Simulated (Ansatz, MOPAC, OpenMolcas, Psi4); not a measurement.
## AlSiH4Cl (SMILES [SiH3][AlH][Cl]): the zero-point energy at each level's own minimum, rung by rung

AlSiH4Cl, singlet, SMILES `[SiH3][AlH][Cl]`. Each level relaxes the structure for itself.

Each level gives the zero-point energy at each level's own minimum (kJ/mol). The values are calculated.

| level | kind | program | value (kJ/mol) |
| --- | --- | --- | --- |
| PM6 | semi-empirical | MOPAC | 89.9 |
| PM6-D3 | semi-empirical | MOPAC | 90.0 |
| PM6-DH+ | semi-empirical | MOPAC | 90.0 |
| PM6-DH2 | semi-empirical | MOPAC | 90.0 |
| HF/3-21G | Hartree–Fock | OpenMolcas | 89.1 |
| HF/6-31G* (Cartesian functions) | Hartree–Fock | OpenMolcas | 92.1 |
| PBE-D3(BJ)/def2-SVP (density fitting) | GGA | Psi4 | 82.8 |
| PBE0-D4/def2-TZVP | global hybrid | Ansatz | 85.3 |
| CASSCF(2,2)/ANO-S-VDZ | multireference | OpenMolcas | 88.0 |

Harmonic and unscaled. The values span 82.8 to 92.1 kJ/mol.
